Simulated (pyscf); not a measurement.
PySCF, gas phase, ωB97X-D3(BJ)/def2-SVP geometries. Correlated levels are frozen-core, on RHF or UHF. ΔMP2 is the change of the MP2 total energy from the triple- to the quadruple-zeta basis.

Problem. For the elementary gas-phase step S=Ga–Cl + hydrogen chloride (HCl) -> HS–Ga(Cl)–Cl (singlet surface; Cl–H broken, H–S, Cl–Ga formed), what barrier and reaction energy does CCSD(T)/def2-TZVPP + ΔMP2(QZVPP) give, measured from the separated reactants?

Solution. ΔE‡ = -3.0 kcal/mol, ΔE = -48.8 kcal/mol. Zero-point energy shifts the barrier by +0.1 kcal/mol. It is an addition across a multiple bond or ene-type step, with an imaginary mode of 259i cm⁻¹. On the reactant side the descent ends in a complex, 7.7 kcal/mol under the separated species and 2.0 kcal/mol under the saddle at ωB97X-D3(BJ)/def2-TZVP. At CCSD(T) the saddle lies under the separated reactants, which points to a path from their complex (located at ωB97X-D3(BJ) alone). At ωB97X-D3(BJ) the barrier from the zero used here is -5.7 kcal/mol. This is the saddle that the search found; another between the same sides may lie lower. The CCSD(T) − MP2 part came from Ansatz, without density fitting, on the same reference. The frozen core leaves the outer d or s,p core shells of the metals and heavy elements correlated in the MP2 and CC values, and def2-TZVPP describes them poorly, which can shift differences by a few kcal/mol. Elements up to Kr have no core potential and no relativistic terms here.
